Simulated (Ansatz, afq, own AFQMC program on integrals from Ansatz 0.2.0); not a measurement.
Two steps: Ansatz 0.2.0 writes the Fock matrix and Cholesky factors of the valence space, and afq projects on them the lowest state that overlaps trial and start.

```yaml
crystal:
  periodic: [false, false, false]
  atoms:
    - {symbol: B, position_ang: [0.000000, -0.080006, 0.000000]}
    - {symbol: H, position_ang: [0.000000, 0.429067, -1.077008]}
    - {symbol: H, position_ang: [0.000000, 0.429067, 1.077008]}
basis:
  gaussian: {orbitals: cc-pVQZ}
magnetization: {spin_polarized: true, initial_magnetization: 1}
correlation: {method: ccsd_t, electrons: outside_noble_gas, hamiltonian_folder: ham}
```

```sh
$ ansatz run in.yaml --threads 1 --pin off --events-out ev --progress --plain --max-ram 16896MiB --backend cuda --devices 0, --max-vram 18GiB
```

afq runs on the folder ham with

```
--method free --trial cisd --walkers 400 --time-step 0.03 --max-blocks 4000 --target-error 0.00028 --factor-cut 1e-05 --seed 9346 --times 0,0.3,0.6,1.2,1.8,2.4,3.6,4.8,6 --taylor-order 8
```

Times are imaginary, in 1/Eh. The walk had a cap of 112 s.

Log:

```
orbitals 114  electrons 3 2  factors 669 of 669
reference energy -25.76193883 Eh
CCSD correlation -0.10486534 Eh in 10 cycles, weight of the determinant in the CISD state 0.9500
repeat  energy at the last time / Eh  error
    10  -25.869582  0.000204
    20  -25.869448  0.000146
    30  -25.869548  0.000121
time / (1/Eh)  energy / Eh  error  mean overlap
  0.00  -25.866785  0.000009  1.0522
  0.30  -25.868450  0.000027  1.0476
  0.60  -25.868958  0.000033  1.0433
  1.20  -25.869322  0.000041  1.0323
  1.80  -25.869300  0.000041  1.0427
  2.40  -25.869384  0.000062  1.0373
  3.60  -25.869422  0.000071  1.0384
  4.80  -25.869313  0.000076  1.0351
  6.00  -25.869549  0.000118  1.0010
energy -25.869549 +/- 0.000118 Eh
```

The run passed its tests (error under three times the target), which doesn't prove that it has relaxed.

Against this walk (error 3.2 meV) on the same determinant: CCSD(T) 15.7 meV higher, CCSDT(Q) 3.2 meV higher (within the noise). The error is statistical, and a free projection of finite length keeps a remainder of its start. The last points scatter (meV from the last: 6.8 ± 1.1 at 1.80, 4.5 ± 1.7 at 2.40, 3.5 ± 1.9 at 3.60, 6.4 ± 2.1 at 4.80, 0 ± 3 at 6.00); the last is the one printed as the energy, and the gaps above move with that scatter.

Cautions: remainder of the start not in the error.

The walk took 38 s on 1 × NVIDIA H100 80GB HBM3 with 2 threads of AMD EPYC 7R13 Processor (Zen 3), with other jobs on the host (the card was shared). The log's last line is the free-projection energy.

CCSDT and higher add their correlation energy to the determinant of the CCSD(T) run, since their own runs factorise the integrals more tightly (a shift of under 2 meV). A walk keeps the symmetry of its determinant, which the program's search chose and which needn't be the lowest solution, so a lower state of the same spin and another symmetry isn't excluded.
